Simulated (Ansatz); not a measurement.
Geometry optimisation, RHF/def2-SVP in Ansatz 0.2.0.

input.yaml

```yaml
crystal:
  periodic: [false, false, false]
  atoms:
    - { symbol: C, position_ang: [-1.4384, 1.1347, -0.0799] }
    - { symbol: "N", position_ang: [-0.8164, -0.1129, -0.0872] }
    - { symbol: C, position_ang: [-1.13873, -0.92757, 0.81329] }
    - { symbol: C, position_ang: [-0.54966, -2.35314, 0.9375] }
    - { symbol: Cl, position_ang: [-2.28811, -0.64907, 2.07596] }
    - { symbol: H, position_ang: [-1.1658, 1.8166, -0.9356] }
    - { symbol: H, position_ang: [-2.5365, 1.0172, -0.1999] }
    - { symbol: H, position_ang: [-1.3002, 1.7348, 0.8436] }
    - { symbol: H, position_ang: [-1.35154, -3.08754, 0.76449] }
    - { symbol: H, position_ang: [-0.03122, -2.46393, 1.81738] }
    - { symbol: H, position_ang: [0.17308, -2.43752, 0.04049] }
basis:
  gaussian: { orbitals: def2-SVP }
hamiltonian:
  xc: hf
relax:
  f_tol: 0.015
  max_steps: 40
output:
  orbitals: {}
```

Launched with:

```bash
$ ansatz run input.yaml --threads 1 --pin off --max-ram 2048MiB --backend cpu --events-out ev --progress --plain --runs-dir out
```

Question: Where does it end, and by what steps?

Answer: The forces met the threshold. After 8 steps the energy has fallen by 0.481 eV; H6 moved furthest, 0.11 Å.

| step | energy less start (eV) | largest force component (eV/Å) | accepted |
| --- | --- | --- | --- |
| 0 | 0.0000 | 5.255 | yes |
| 1 | -0.4077 | 1.500 | yes |
| 2 | -0.4733 | 0.446 | yes |
| 3 | -0.4795 | 0.208 | yes |
| 4 | -0.4805 | 0.117 | yes |
| 5 | -0.4814 | 0.028 | yes |
| 6 | -0.4815 | 0.018 | yes |
| 7 | -0.4815 | 0.019 | yes |
| 8 | -0.4815 | 0.002 | yes |

```xyz
11
Properties=species:S:1:pos:R:3
C -1.487 1.188 -0.093
N -0.882 -0.119 -0.049
C -1.141 -0.970 0.802
C -0.529 -2.335 0.870
Cl -2.322 -0.688 2.115
H -1.082 1.741 -0.937
H -2.570 1.117 -0.208
H -1.285 1.747 0.822
H -1.304 -3.098 0.797
H -0.017 -2.469 1.823
H 0.176 -2.444 0.050
```

Run time: 57 s on 1 thread of Intel(R) Xeon(R) Platinum 8488C (Sapphire Rapids) (shared host), peak memory 0.22 GiB.
